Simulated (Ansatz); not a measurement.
# Molecular dynamics of H₄OSi

input.yaml

```yaml
crystal:
  periodic: [false, false, false]
  atoms:
    - { symbol: Si, position_ang: [-0.020863, -0.03009, -0.040407] }
    - { symbol: H, position_ang: [-0.094817, 0.022762, 1.454391] }
    - { symbol: H, position_ang: [1.400569, 0.052979, -0.470088] }
    - { symbol: O, position_ang: [-0.798553, 1.261254, -0.74926] }
    - { symbol: H, position_ang: [-1.738527, 1.353419, -0.571305] }
    - { symbol: H, position_ang: [-0.599108, -1.340725, -0.476931] }
basis:
  gaussian: { orbitals: def2-SVP }
hamiltonian:
  xc: pbe0
md:
  timestep: 0.25
  n_steps: 100
  ensemble: nve
  temperature: 300.0
  initial_velocities: maxwell_boltzmann
  seed: 452614
```

Command:

```bash
$ ansatz run input.yaml --threads 1 --pin off --max-ram 2048MiB --backend cpu --events-out ev --progress --plain --runs-dir out
```

It starts from a relaxed structure.

Output, in part (one step line in 4, the closing report, with atoms numbered from 0):

```
md step     0: t =     0.00 fs  T =   300.0 K  F+E_penalty+E_count = -9980.68666007 eV  E_kin = 0.155112 eV  conserved = -9980.53154807 eV  (19 SCF iters)
md step     4: t =     1.00 fs  T =   288.5 K  F+E_penalty+E_count = -9980.68068732 eV  E_kin = 0.149146 eV  conserved = -9980.53154089 eV  (21 SCF iters)
md step     8: t =     2.00 fs  T =   257.5 K  F+E_penalty+E_count = -9980.66468468 eV  E_kin = 0.133162 eV  conserved = -9980.53152315 eV  (21 SCF iters)
md step    12: t =     3.00 fs  T =   215.8 K  F+E_penalty+E_count = -9980.64306972 eV  E_kin = 0.111566 eV  conserved = -9980.53150411 eV  (21 SCF iters)
md step    16: t =     4.00 fs  T =   172.5 K  F+E_penalty+E_count = -9980.62069656 eV  E_kin = 0.089207 eV  conserved = -9980.53148962 eV  (21 SCF iters)
md step    20: t =     5.00 fs  T =   135.0 K  F+E_penalty+E_count = -9980.60129176 eV  E_kin = 0.069808 eV  conserved = -9980.53148337 eV  (20 SCF iters)
md step    24: t =     6.00 fs  T =   106.4 K  F+E_penalty+E_count = -9980.58649926 eV  E_kin = 0.055014 eV  conserved = -9980.53148574 eV  (20 SCF iters)
md step    28: t =     7.00 fs  T =    85.8 K  F+E_penalty+E_count = -9980.57584331 eV  E_kin = 0.044353 eV  conserved = -9980.53149055 eV  (20 SCF iters)
md step    32: t =     8.00 fs  T =    70.8 K  F+E_penalty+E_count = -9980.56808055 eV  E_kin = 0.036590 eV  conserved = -9980.53149080 eV  (20 SCF iters)
md step    36: t =     9.00 fs  T =    61.5 K  F+E_penalty+E_count = -9980.56325949 eV  E_kin = 0.031778 eV  conserved = -9980.53148167 eV  (20 SCF iters)
md step    40: t =    10.00 fs  T =    62.2 K  F+E_penalty+E_count = -9980.56361522 eV  E_kin = 0.032146 eV  conserved = -9980.53146923 eV  (21 SCF iters)
md step    44: t =    11.00 fs  T =    78.6 K  F+E_penalty+E_count = -9980.57209895 eV  E_kin = 0.040634 eV  conserved = -9980.53146511 eV  (20 SCF iters)
md step    48: t =    12.00 fs  T =   112.5 K  F+E_penalty+E_count = -9980.58961899 eV  E_kin = 0.058142 eV  conserved = -9980.53147664 eV  (19 SCF iters)
md step    52: t =    13.00 fs  T =   158.2 K  F+E_penalty+E_count = -9980.61330145 eV  E_kin = 0.081800 eV  conserved = -9980.53150096 eV  (20 SCF iters)
md step    56: t =    14.00 fs  T =   204.3 K  F+E_penalty+E_count = -9980.63716164 eV  E_kin = 0.105635 eV  conserved = -9980.53152686 eV  (19 SCF iters)
md step    60: t =    15.00 fs  T =   238.4 K  F+E_penalty+E_count = -9980.65479148 eV  E_kin = 0.123250 eV  conserved = -9980.53154177 eV  (20 SCF iters)
md step    64: t =    16.00 fs  T =   253.1 K  F+E_penalty+E_count = -9980.66239059 eV  E_kin = 0.130851 eV  conserved = -9980.53153998 eV  (20 SCF iters)
md step    68: t =    17.00 fs  T =   249.0 K  F+E_penalty+E_count = -9980.66028903 eV  E_kin = 0.128764 eV  conserved = -9980.53152501 eV  (20 SCF iters)
md step    72: t =    18.00 fs  T =   233.2 K  F+E_penalty+E_count = -9980.65206028 eV  E_kin = 0.120553 eV  conserved = -9980.53150734 eV  (20 SCF iters)
md step    76: t =    19.00 fs  T =   213.6 K  F+E_penalty+E_count = -9980.64193479 eV  E_kin = 0.110438 eV  conserved = -9980.53149713 eV  (20 SCF iters)
md step    80: t =    20.00 fs  T =   195.2 K  F+E_penalty+E_count = -9980.63243470 eV  E_kin = 0.100938 eV  conserved = -9980.53149709 eV  (20 SCF iters)
md step    84: t =    21.00 fs  T =   178.2 K  F+E_penalty+E_count = -9980.62364980 eV  E_kin = 0.092146 eV  conserved = -9980.53150388 eV  (21 SCF iters)
md step    88: t =    22.00 fs  T =   159.5 K  F+E_penalty+E_count = -9980.61398919 eV  E_kin = 0.082478 eV  conserved = -9980.53151128 eV  (20 SCF iters)
md step    92: t =    23.00 fs  T =   135.7 K  F+E_penalty+E_count = -9980.60165665 eV  E_kin = 0.070144 eV  conserved = -9980.53151248 eV  (20 SCF iters)
md step    96: t =    24.00 fs  T =   106.3 K  F+E_penalty+E_count = -9980.58643915 eV  E_kin = 0.054937 eV  conserved = -9980.53150198 eV  (20 SCF iters)
md step   100: t =    25.00 fs  T =    76.5 K  F+E_penalty+E_count = -9980.57103498 eV  E_kin = 0.039554 eV  conserved = -9980.53148107 eV  (21 SCF iters)
Total energy: -9980.57105587 eV, -366.7792212294 hartree
Atom 0 at    -0.005844    -0.050334    -0.027600 Å, force    -0.850264     1.906257    -1.194042 eV/Å
Atom 1 at    -0.231020     0.028634     1.428152 Å, force     0.171653    -0.019769     0.427343 eV/Å
Atom 2 at     1.406545     0.165707    -0.458880 Å, force    -0.005760    -0.301862     0.209588 eV/Å
Atom 3 at    -0.827874     1.273535    -0.787082 Å, force     0.657329    -1.098003     0.731033 eV/Å
Atom 4 at    -1.591524     1.591559    -0.295602 Å, force    -0.012961    -0.054181    -0.040245 eV/Å
Atom 5 at    -0.568954    -1.328349    -0.494116 Å, force     0.040003    -0.432441    -0.133678 eV/Å
Dipole moment:    -0.129130    -0.079445     0.275847 e Å
```

All steps were run. The conserved energy stayed within 0.014 meV per atom of its start (net change 0.011 meV per atom), so the integration is sound. A run of 0.025 ps of so small a system gives no equilibrium averages.

The same pairs are bonded in the first frame and the last. Pairs count as bonded within 1.25 times the sum of covalent radii (0.12 Å more for H–H).

Last frame:

```xyz
6
Properties=species:S:1:pos:R:3
Si -0.006 -0.050 -0.028
H -0.231 0.029 1.428
H 1.407 0.166 -0.459
O -0.828 1.274 -0.787
H -1.591 1.592 -0.296
H -0.569 -1.328 -0.494
```

Run time: 96 s on 1 thread of Arm Neoverse V1, with other jobs on the host, peak memory 0.089 GiB.
